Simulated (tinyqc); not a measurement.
Inside a calculation (part 1 of 3). Method: UHF in the sto-6g basis, for LiH, spin multiplicity 1. Computed by tinyqc, a small Python program that keeps every step (integrals from PySCF). Settings: charge = 0, multiplicity = 1, basis = sto-6g, energy threshold = 1e-08, iteration cap = 73, orthogonalisation = symmetric, start = core, DIIS depth = 3, method = UHF, break = 0.7. Command: `OMP_NUM_THREADS=1 python tinyqc.py 23986 23987 out.jsonl` (the two numbers bound the seeds that draw the settings). One thread of a shared host (Intel(R) Xeon(R) Processor @ 2.60GHz), about 0.2 s of CPU time with the checks. Later iterations appear only in the table of the cycle.

## One-electron integrals

Geometry (angstrom):
```
atom        x        y        z
Li    0.00000  0.00000  0.00000
H     0.00000  0.00000  2.26700
```

Basis sto-6g: exponents (1/bohr^2) and contraction coefficients of normalised primitives:
```
element  l (shell)   exponent  coefficient
Li           s (1)  167.17585      0.00916
Li           s (1)   30.65151      0.04936
Li           s (1)    8.57519      0.16854
Li           s (1)    2.94581      0.37056
Li           s (1)    1.14394      0.41649
Li           s (1)    0.47114      0.13033
Li           s (2)    6.59756     -0.01325
Li           s (2)    1.30583     -0.04699
Li           s (2)    0.40585     -0.03379
Li           s (2)    0.15615      0.25024
Li           s (2)    0.06781      0.59512
Li           s (2)    0.03108      0.24071
Li           p (3)    6.59756      0.00376
Li           p (3)    1.30583      0.03768
Li           p (3)    0.40585      0.17390
Li           p (3)    0.15615      0.41804
Li           p (3)    0.06781      0.42586
Li           p (3)    0.03108      0.10171
H            s (1)   35.52322      0.00916
H            s (1)    6.51314      0.04936
H            s (1)    1.82214      0.16854
H            s (1)    0.62596      0.37056
H            s (1)    0.24308      0.41649
H            s (1)    0.10011      0.13033
```

Overlap, kinetic and nuclear-attraction integrals over the contracted functions; the nuclear repulsion is the sum of Za Zb / Rab.

nuclear repulsion = 0.7002786 hartree

overlap S, order 1Li 1s, 1Li 2s, 1Li 2px, 1Li 2py, 1Li 2pz, 2H 1s:
$$\begin{pmatrix}
1.00000 & 0.23574 & 0.00000 & 0.00000 & 0.00000 & 0.01579 \\
0.23574 & 1.00000 & 0.00000 & 0.00000 & 0.00000 & 0.24428 \\
0.00000 & 0.00000 & 1.00000 & 0.00000 & 0.00000 & 0.00000 \\
0.00000 & 0.00000 & 0.00000 & 1.00000 & 0.00000 & 0.00000 \\
0.00000 & 0.00000 & 0.00000 & 0.00000 & 1.00000 & 0.35302 \\
0.01579 & 0.24428 & 0.00000 & 0.00000 & 0.35302 & 1.00000
\end{pmatrix}$$

kinetic energy T (hartree), order 1Li 1s, 1Li 2s, 1Li 2px, 1Li 2py, 1Li 2pz, 2H 1s:
$$\begin{pmatrix}
3.61674 & -0.11072 & 0.00000 & 0.00000 & 0.00000 & -0.00660 \\
-0.11072 & 0.10652 & 0.00000 & 0.00000 & 0.00000 & 0.01020 \\
0.00000 & 0.00000 & 0.32001 & 0.00000 & 0.00000 & 0.00000 \\
0.00000 & 0.00000 & 0.00000 & 0.32001 & 0.00000 & 0.00000 \\
0.00000 & 0.00000 & 0.00000 & 0.00000 & 0.32001 & 0.04363 \\
-0.00660 & 0.01020 & 0.00000 & 0.00000 & 0.04363 & 0.76852
\end{pmatrix}$$

nuclear attraction V (hartree), order 1Li 1s, 1Li 2s, 1Li 2px, 1Li 2py, 1Li 2pz, 2H 1s:
$$\begin{pmatrix}
-8.30057 & -0.88339 & 0.00000 & 0.00000 & -0.00848 & -0.06117 \\
-0.88339 & -1.42576 & 0.00000 & 0.00000 & -0.08433 & -0.37434 \\
0.00000 & 0.00000 & -1.40477 & 0.00000 & 0.00000 & 0.00000 \\
0.00000 & 0.00000 & 0.00000 & -1.40477 & 0.00000 & 0.00000 \\
-0.00848 & -0.08433 & 0.00000 & 0.00000 & -1.46760 & -0.54758 \\
-0.06117 & -0.37434 & 0.00000 & 0.00000 & -0.54758 & -1.93973
\end{pmatrix}$$

core Hamiltonian H = T + V (hartree), order 1Li 1s, 1Li 2s, 1Li 2px, 1Li 2py, 1Li 2pz, 2H 1s:
$$\begin{pmatrix}
-4.68383 & -0.99411 & 0.00000 & 0.00000 & -0.00848 & -0.06777 \\
-0.99411 & -1.31924 & 0.00000 & 0.00000 & -0.08433 & -0.36414 \\
0.00000 & 0.00000 & -1.08476 & 0.00000 & 0.00000 & 0.00000 \\
0.00000 & 0.00000 & 0.00000 & -1.08476 & 0.00000 & 0.00000 \\
-0.00848 & -0.08433 & 0.00000 & 0.00000 & -1.14759 & -0.50395 \\
-0.06777 & -0.36414 & 0.00000 & 0.00000 & -0.50395 & -1.17121
\end{pmatrix}$$

## Two-electron integrals

Functions are numbered as in S; the eight-fold symmetry (ij|kl) = (ji|kl) = (kl|ij) leaves the list below.

Two-electron integrals (ij|kl) in chemists' order, unique and non-zero (hartree):
```
(11|11) 1.68125   (21|11) 0.24260   (21|21) 0.04451   (22|11) 0.39719
(22|21) 0.09028   (22|22) 0.29062   (31|31) 0.00944   (32|31) 0.01426
(32|32) 0.06424   (33|11) 0.39719   (33|21) 0.09028   (33|22) 0.29062
(33|33) 0.31312   (41|41) 0.00944   (42|41) 0.01426   (42|42) 0.06424
(43|43) 0.01688   (44|11) 0.39719   (44|21) 0.09028   (44|22) 0.29062
(44|33) 0.27937   (44|44) 0.31312   (51|51) 0.00944   (52|51) 0.01426
(52|52) 0.06424   (53|53) 0.01688   (54|54) 0.01688   (55|11) 0.39719
(55|21) 0.09028   (55|22) 0.29062   (55|33) 0.27937   (55|44) 0.27937
(55|55) 0.31312   (61|11) 0.01576   (61|21) 0.00285   (61|22) 0.00594
(61|33) 0.00586   (61|44) 0.00586   (61|51) 0.00038   (61|52) 0.00082
(61|55) 0.00612   (61|61) 0.00020   (62|11) 0.07136   (62|21) 0.01662
(62|22) 0.06134   (62|33) 0.05779   (62|44) 0.05779   (62|51) 0.00264
(62|52) 0.01911   (62|55) 0.06843   (62|61) 0.00132   (62|62) 0.02657
(63|31) 0.00099   (63|32) 0.00540   (63|53) 0.00243   (63|63) 0.00131
(64|41) 0.00099   (64|42) 0.00540   (64|54) 0.00243   (64|64) 0.00131
(65|11) 0.09777   (65|21) 0.02290   (65|22) 0.08667   (65|33) 0.08075
(65|44) 0.08075   (65|51) 0.00411   (65|52) 0.02979   (65|55) 0.09851
(65|61) 0.00187   (65|62) 0.04043   (65|65) 0.06190   (66|11) 0.23337
(66|21) 0.05499   (66|22) 0.22261   (66|33) 0.20447   (66|44) 0.20447
(66|51) 0.00843   (66|52) 0.07914   (66|55) 0.25890   (66|61) 0.00447
(66|62) 0.12915   (66|65) 0.20170   (66|66) 0.77500
```

## Orthogonalisation

S = U s U^T; symmetric (Loewdin) form X = U s^(-1/2) U^T, so that X^T S X = 1.

eigenvalues of S: [0.55084, 0.81151, 1.00000, 1.00000, 1.17797, 1.45967]

X, order 1Li 1s, 1Li 2s, 1Li 2px, 1Li 2py, 1Li 2pz, 2H 1s:
$$\begin{pmatrix}
1.02229 & -0.12593 & 0.00000 & 0.00000 & -0.00528 & 0.01684 \\
-0.12593 & 1.04927 & 0.00000 & 0.00000 & 0.03864 & -0.14230 \\
0.00000 & 0.00000 & 1.00000 & 0.00000 & 0.00000 & 0.00000 \\
0.00000 & 0.00000 & 0.00000 & 1.00000 & 0.00000 & 0.00000 \\
-0.00528 & 0.03864 & 0.00000 & 0.00000 & 1.05422 & -0.20056 \\
0.01684 & -0.14230 & 0.00000 & 0.00000 & -0.20056 & 1.08073
\end{pmatrix}$$

## Starting guess

The start is the orbitals of the core Hamiltonian, with HOMO and LUMO mixed by +/-0.7 rad for the two spins; D(s) = C_occ C_occ^T for each spin.

D(alpha) at the start, order 1Li 1s, 1Li 2s, 1Li 2px, 1Li 2py, 1Li 2pz, 2H 1s:
$$\begin{pmatrix}
1.05759 & -0.24179 & 0.00000 & 0.00000 & -0.03251 & -0.00132 \\
-0.24179 & 1.00940 & 0.00000 & 0.00000 & 0.15662 & 0.03576 \\
0.00000 & 0.00000 & 0.00000 & 0.00000 & 0.00000 & 0.00000 \\
0.00000 & 0.00000 & 0.00000 & 0.00000 & 0.00000 & 0.00000 \\
-0.03251 & 0.15662 & 0.00000 & 0.00000 & 0.02433 & 0.00558 \\
-0.00132 & 0.03576 & 0.00000 & 0.00000 & 0.00558 & 0.00132
\end{pmatrix}$$

D(beta) at the start, order 1Li 1s, 1Li 2s, 1Li 2px, 1Li 2py, 1Li 2pz, 2H 1s:
$$\begin{pmatrix}
1.01552 & -0.03780 & 0.00000 & 0.00000 & 0.01203 & 0.01865 \\
-0.03780 & 0.02223 & 0.00000 & 0.00000 & -0.08851 & -0.09005 \\
0.00000 & 0.00000 & 0.00000 & 0.00000 & 0.00000 & 0.00000 \\
0.00000 & 0.00000 & 0.00000 & 0.00000 & 0.00000 & 0.00000 \\
0.01203 & -0.08851 & 0.00000 & 0.00000 & 0.37262 & 0.37817 \\
0.01865 & -0.09005 & 0.00000 & 0.00000 & 0.37817 & 0.38385
\end{pmatrix}$$

## Iteration 1: building the Fock matrix

J_ij = sum D_kl (ij|kl) with D = D(alpha) + D(beta), K_ij = sum D_kl (ik|jl) for each spin; F = H + J - K(s); E = tr D H + tr D J / 2 - 0.5 sum_s tr D(s) K(s) + E_nn.

Coulomb J (hartree), order 1Li 1s, 1Li 2s, 1Li 2px, 1Li 2py, 1Li 2pz, 2H 1s:
$$\begin{pmatrix}
4.07489 & 0.64408 & 0.00000 & 0.00000 & 0.00768 & 0.04275 \\
0.64408 & 1.33393 & 0.00000 & 0.00000 & 0.05946 & 0.30952 \\
0.00000 & 0.00000 & 1.31831 & 0.00000 & 0.00000 & 0.00000 \\
0.00000 & 0.00000 & 0.00000 & 1.31831 & 0.00000 & 0.00000 \\
0.00768 & 0.05946 & 0.00000 & 0.00000 & 1.36516 & 0.44316 \\
0.04275 & 0.30952 & 0.00000 & 0.00000 & 0.44316 & 1.23536
\end{pmatrix}$$

exchange K(alpha) (hartree), order 1Li 1s, 1Li 2s, 1Li 2px, 1Li 2py, 1Li 2pz, 2H 1s:
$$\begin{pmatrix}
1.70607 & 0.24198 & 0.00000 & 0.00000 & 0.00393 & 0.01817 \\
0.24198 & 0.30292 & 0.00000 & 0.00000 & 0.05653 & 0.08567 \\
0.00000 & 0.00000 & 0.06875 & 0.00000 & 0.00000 & 0.00000 \\
0.00000 & 0.00000 & 0.00000 & 0.06875 & 0.00000 & 0.00000 \\
0.00393 & 0.05653 & 0.00000 & 0.00000 & 0.07884 & 0.04263 \\
0.01817 & 0.08567 & 0.00000 & 0.00000 & 0.04263 & 0.05294
\end{pmatrix}$$

exchange K(beta) (hartree), order 1Li 1s, 1Li 2s, 1Li 2px, 1Li 2py, 1Li 2pz, 2H 1s:
$$\begin{pmatrix}
1.69395 & 0.23816 & 0.00000 & 0.00000 & -0.00008 & 0.01892 \\
0.23816 & 0.08300 & 0.00000 & 0.00000 & 0.01346 & 0.07884 \\
0.00000 & 0.00000 & 0.01763 & 0.00000 & 0.00000 & 0.00000 \\
0.00000 & 0.00000 & 0.00000 & 0.01763 & 0.00000 & 0.00000 \\
-0.00008 & 0.01346 & 0.00000 & 0.00000 & 0.21967 & 0.21699 \\
0.01892 & 0.07884 & 0.00000 & 0.00000 & 0.21699 & 0.44359
\end{pmatrix}$$

F(alpha) (hartree), order 1Li 1s, 1Li 2s, 1Li 2px, 1Li 2py, 1Li 2pz, 2H 1s:
$$\begin{pmatrix}
-2.31500 & -0.59201 & 0.00000 & 0.00000 & -0.00473 & -0.04318 \\
-0.59201 & -0.28824 & 0.00000 & 0.00000 & -0.08139 & -0.14030 \\
0.00000 & 0.00000 & 0.16480 & 0.00000 & 0.00000 & 0.00000 \\
0.00000 & 0.00000 & 0.00000 & 0.16480 & 0.00000 & 0.00000 \\
-0.00473 & -0.08139 & 0.00000 & 0.00000 & 0.13872 & -0.10342 \\
-0.04318 & -0.14030 & 0.00000 & 0.00000 & -0.10342 & 0.01121
\end{pmatrix}$$

F(beta) (hartree), order 1Li 1s, 1Li 2s, 1Li 2px, 1Li 2py, 1Li 2pz, 2H 1s:
$$\begin{pmatrix}
-2.30289 & -0.58820 & 0.00000 & 0.00000 & -0.00072 & -0.04393 \\
-0.58820 & -0.06831 & 0.00000 & 0.00000 & -0.03832 & -0.13346 \\
0.00000 & 0.00000 & 0.21592 & 0.00000 & 0.00000 & 0.00000 \\
0.00000 & 0.00000 & 0.00000 & 0.21592 & 0.00000 & 0.00000 \\
-0.00072 & -0.03832 & 0.00000 & 0.00000 & -0.00210 & -0.27777 \\
-0.04393 & -0.13346 & 0.00000 & 0.00000 & -0.27777 & -0.37944
\end{pmatrix}$$

total energy of this density = -7.7454414 hartree

## Iteration 1: diagonalisation and new density

Diagonalise F' = X^T F X, C = X C', fill 2 alpha and 2 beta electrons from the bottom; D(s) = C_occ C_occ^T. Each column has its largest component positive (the first on a tie).

F' = X^T F X (alpha) (hartree):
$$\begin{pmatrix}
-2.27244 & -0.30647 & 0.00000 & 0.00000 & -0.00169 & 0.01422 \\
-0.30647 & -0.16223 & 0.00000 & 0.00000 & -0.04513 & -0.12169 \\
0.00000 & 0.00000 & 0.16480 & 0.00000 & 0.00000 & 0.00000 \\
0.00000 & 0.00000 & 0.00000 & 0.16480 & 0.00000 & 0.00000 \\
-0.00169 & -0.04513 & 0.00000 & 0.00000 & 0.19361 & -0.14950 \\
0.01422 & -0.12169 & 0.00000 & 0.00000 & -0.14950 & 0.09681
\end{pmatrix}$$

orbital energies (alpha) (hartree): MO1 -2.31608, MO2 -0.20316, MO3 0.06915, MO4 0.16480, MO5 0.16480, MO6 0.30583

coefficients C (alpha), order 1Li 1s, 1Li 2s, 1Li 2px, 1Li 2py, 1Li 2pz, 2H 1s:
$$\begin{pmatrix}
0.99432 & -0.21953 & 0.15044 & 0.00000 & 0.00000 & -0.04188 \\
0.02322 & 0.82502 & -0.63988 & 0.00000 & 0.00000 & 0.21892 \\
0.00000 & 0.00000 & 0.00000 & 0.06384 & 0.99796 & 0.00000 \\
0.00000 & 0.00000 & 0.00000 & 0.99796 & -0.06384 & 0.00000 \\
0.00340 & 0.22502 & 0.44324 & 0.00000 & 0.00000 & 0.95185 \\
-0.00246 & 0.34130 & 0.64311 & 0.00000 & 0.00000 & -0.83585
\end{pmatrix}$$

F' = X^T F X (beta) (hartree):
$$\begin{pmatrix}
-2.25740 & -0.33215 & 0.00000 & 0.00000 & -0.00493 & 0.01066 \\
-0.33215 & 0.07426 & 0.00000 & 0.00000 & 0.02005 & -0.10671 \\
0.00000 & 0.00000 & 0.21592 & 0.00000 & 0.00000 & 0.00000 \\
0.00000 & 0.00000 & 0.00000 & 0.21592 & 0.00000 & 0.00000 \\
-0.00493 & 0.02005 & 0.00000 & 0.00000 & 0.09880 & -0.24815 \\
0.01066 & -0.10671 & 0.00000 & 0.00000 & -0.24815 & -0.28479
\end{pmatrix}$$

orbital energies (beta) (hartree): MO1 -2.30380, MO2 -0.42082, MO3 0.09992, MO4 0.21592, MO5 0.21592, MO6 0.25557

coefficients C (beta), order 1Li 1s, 1Li 2s, 1Li 2px, 1Li 2py, 1Li 2pz, 2H 1s:
$$\begin{pmatrix}
0.99505 & -0.03243 & -0.22702 & 0.00000 & 0.00000 & -0.13614 \\
0.02025 & 0.05901 & 0.88827 & 0.00000 & 0.00000 & 0.58792 \\
0.00000 & 0.00000 & 0.00000 & 0.46630 & 0.88463 & 0.00000 \\
0.00000 & 0.00000 & 0.00000 & 0.88463 & -0.46630 & 0.00000 \\
0.00084 & 0.27009 & -0.49754 & 0.00000 & 0.00000 & 0.91249 \\
-0.00084 & 0.85789 & 0.05393 & 0.00000 & 0.00000 & -0.69988
\end{pmatrix}$$

D(alpha) after iteration 1, order 1Li 1s, 1Li 2s, 1Li 2px, 1Li 2py, 1Li 2pz, 2H 1s:
$$\begin{pmatrix}
1.03687 & -0.15803 & 0.00000 & 0.00000 & -0.04602 & -0.07737 \\
-0.15803 & 0.68120 & 0.00000 & 0.00000 & 0.18573 & 0.28152 \\
0.00000 & 0.00000 & 0.00000 & 0.00000 & 0.00000 & 0.00000 \\
0.00000 & 0.00000 & 0.00000 & 0.00000 & 0.00000 & 0.00000 \\
-0.04602 & 0.18573 & 0.00000 & 0.00000 & 0.05065 & 0.07679 \\
-0.07737 & 0.28152 & 0.00000 & 0.00000 & 0.07679 & 0.11649
\end{pmatrix}$$

D(beta) after iteration 1, order 1Li 1s, 1Li 2s, 1Li 2px, 1Li 2py, 1Li 2pz, 2H 1s:
$$\begin{pmatrix}
0.99118 & 0.01823 & 0.00000 & 0.00000 & -0.00792 & -0.02866 \\
0.01823 & 0.00389 & 0.00000 & 0.00000 & 0.01595 & 0.05060 \\
0.00000 & 0.00000 & 0.00000 & 0.00000 & 0.00000 & 0.00000 \\
0.00000 & 0.00000 & 0.00000 & 0.00000 & 0.00000 & 0.00000 \\
-0.00792 & 0.01595 & 0.00000 & 0.00000 & 0.07295 & 0.23170 \\
-0.02866 & 0.05060 & 0.00000 & 0.00000 & 0.23170 & 0.73598
\end{pmatrix}$$

Within a degenerate level the vectors are fixed only up to a rotation; this is one choice.

## Iteration 2: building the Fock matrix

As before.

Coulomb J (hartree), order 1Li 1s, 1Li 2s, 1Li 2px, 1Li 2py, 1Li 2pz, 2H 1s:
$$\begin{pmatrix}
3.96633 & 0.62401 & 0.00000 & 0.00000 & 0.01613 & 0.04208 \\
0.62401 & 1.29803 & 0.00000 & 0.00000 & 0.12274 & 0.35039 \\
0.00000 & 0.00000 & 1.27518 & 0.00000 & 0.00000 & 0.00000 \\
0.00000 & 0.00000 & 0.00000 & 1.27518 & 0.00000 & 0.00000 \\
0.01613 & 0.12274 & 0.00000 & 0.00000 & 1.34372 & 0.51160 \\
0.04208 & 0.35039 & 0.00000 & 0.00000 & 0.51160 & 1.54338
\end{pmatrix}$$

exchange K(alpha) (hartree), order 1Li 1s, 1Li 2s, 1Li 2px, 1Li 2py, 1Li 2pz, 2H 1s:
$$\begin{pmatrix}
1.69660 & 0.24499 & 0.00000 & 0.00000 & 0.00079 & 0.01546 \\
0.24499 & 0.25683 & 0.00000 & 0.00000 & 0.10115 & 0.15126 \\
0.00000 & 0.00000 & 0.05330 & 0.00000 & 0.00000 & 0.00000 \\
0.00000 & 0.00000 & 0.00000 & 0.05330 & 0.00000 & 0.00000 \\
0.00079 & 0.10115 & 0.00000 & 0.00000 & 0.10337 & 0.11663 \\
0.01546 & 0.15126 & 0.00000 & 0.00000 & 0.11663 & 0.22915
\end{pmatrix}$$

exchange K(beta) (hartree), order 1Li 1s, 1Li 2s, 1Li 2px, 1Li 2py, 1Li 2pz, 2H 1s:
$$\begin{pmatrix}
1.67583 & 0.25070 & 0.00000 & 0.00000 & 0.00058 & 0.01880 \\
0.25070 & 0.08689 & 0.00000 & 0.00000 & 0.06197 & 0.14090 \\
0.00000 & 0.00000 & 0.01394 & 0.00000 & 0.00000 & 0.00000 \\
0.00000 & 0.00000 & 0.00000 & 0.01394 & 0.00000 & 0.00000 \\
0.00058 & 0.06197 & 0.00000 & 0.00000 & 0.12695 & 0.23772 \\
0.01880 & 0.14090 & 0.00000 & 0.00000 & 0.23772 & 0.68279
\end{pmatrix}$$

F(alpha) (hartree), order 1Li 1s, 1Li 2s, 1Li 2px, 1Li 2py, 1Li 2pz, 2H 1s:
$$\begin{pmatrix}
-2.41409 & -0.61509 & 0.00000 & 0.00000 & 0.00685 & -0.04114 \\
-0.61509 & -0.27805 & 0.00000 & 0.00000 & -0.06274 & -0.16502 \\
0.00000 & 0.00000 & 0.13712 & 0.00000 & 0.00000 & 0.00000 \\
0.00000 & 0.00000 & 0.00000 & 0.13712 & 0.00000 & 0.00000 \\
0.00685 & -0.06274 & 0.00000 & 0.00000 & 0.09276 & -0.10897 \\
-0.04114 & -0.16502 & 0.00000 & 0.00000 & -0.10897 & 0.14302
\end{pmatrix}$$

F(beta) (hartree), order 1Li 1s, 1Li 2s, 1Li 2px, 1Li 2py, 1Li 2pz, 2H 1s:
$$\begin{pmatrix}
-2.39333 & -0.62080 & 0.00000 & 0.00000 & 0.00706 & -0.04449 \\
-0.62080 & -0.10810 & 0.00000 & 0.00000 & -0.02356 & -0.15466 \\
0.00000 & 0.00000 & 0.17649 & 0.00000 & 0.00000 & 0.00000 \\
0.00000 & 0.00000 & 0.00000 & 0.17649 & 0.00000 & 0.00000 \\
0.00706 & -0.02356 & 0.00000 & 0.00000 & 0.06918 & -0.23007 \\
-0.04449 & -0.15466 & 0.00000 & 0.00000 & -0.23007 & -0.31062
\end{pmatrix}$$

total energy of this density = -7.8897140 hartree

## Iteration 2: DIIS over 2 matrices

error matrix X^T (FDS - SDF) X (alpha):
$$\begin{pmatrix}
0.00000 & 0.00206 & 0.00000 & 0.00000 & -0.01104 & 0.00483 \\
-0.00206 & 0.00000 & 0.00000 & 0.00000 & 0.00285 & -0.01670 \\
0.00000 & 0.00000 & 0.00000 & 0.00000 & 0.00000 & 0.00000 \\
0.00000 & 0.00000 & 0.00000 & 0.00000 & 0.00000 & 0.00000 \\
0.01104 & -0.00285 & 0.00000 & 0.00000 & 0.00000 & -0.00811 \\
-0.00483 & 0.01670 & 0.00000 & 0.00000 & 0.00811 & 0.00000
\end{pmatrix}$$

B (overlaps of the stored error matrices):
$$\begin{pmatrix}
1.4043717e-01 & 1.2711363e-02 \\
1.2711363e-02 & 4.6954347e-03
\end{pmatrix}$$

Minimise |sum c_i e_i|^2 with sum c_i = 1: solve [B -1; -1 0][c; lambda] = [0; -1] with B_ij = tr e_i^T e_j summed over both spins, and take F = sum c_i F_i.

DIIS coefficients: [-0.06696, 1.06696]

extrapolated F(alpha) (hartree), order 1Li 1s, 1Li 2s, 1Li 2px, 1Li 2py, 1Li 2pz, 2H 1s:
$$\begin{pmatrix}
-2.42073 & -0.61664 & 0.00000 & 0.00000 & 0.00763 & -0.04101 \\
-0.61664 & -0.27736 & 0.00000 & 0.00000 & -0.06149 & -0.16667 \\
0.00000 & 0.00000 & 0.13526 & 0.00000 & 0.00000 & 0.00000 \\
0.00000 & 0.00000 & 0.00000 & 0.13526 & 0.00000 & 0.00000 \\
0.00763 & -0.06149 & 0.00000 & 0.00000 & 0.08968 & -0.10935 \\
-0.04101 & -0.16667 & 0.00000 & 0.00000 & -0.10935 & 0.15185
\end{pmatrix}$$

extrapolated F(beta) (hartree), order 1Li 1s, 1Li 2s, 1Li 2px, 1Li 2py, 1Li 2pz, 2H 1s:
$$\begin{pmatrix}
-2.39939 & -0.62298 & 0.00000 & 0.00000 & 0.00758 & -0.04452 \\
-0.62298 & -0.11077 & 0.00000 & 0.00000 & -0.02257 & -0.15608 \\
0.00000 & 0.00000 & 0.17385 & 0.00000 & 0.00000 & 0.00000 \\
0.00000 & 0.00000 & 0.00000 & 0.17385 & 0.00000 & 0.00000 \\
0.00758 & -0.02257 & 0.00000 & 0.00000 & 0.07395 & -0.22688 \\
-0.04452 & -0.15608 & 0.00000 & 0.00000 & -0.22688 & -0.30601
\end{pmatrix}$$
